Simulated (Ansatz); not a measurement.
Z-matrix (Å, degrees):
```
C
O 1 1.195
H 1 1.109 2 122.0
H 1 1.109 2 122.0 3 180.0
```

Charge 0, multiplicity 1.

List the PBE/def2-TZVPP orbital energies in eV (Ansatz). (Estimate.)

Computed: Occupied: -510.75, -271.50, -26.75, -15.66, -12.17, -10.97, -10.14, -6.18. Lowest empty: -2.52, 0.96, 2.46, 2.60, 5.03, 5.04, 6.60, 9.95.
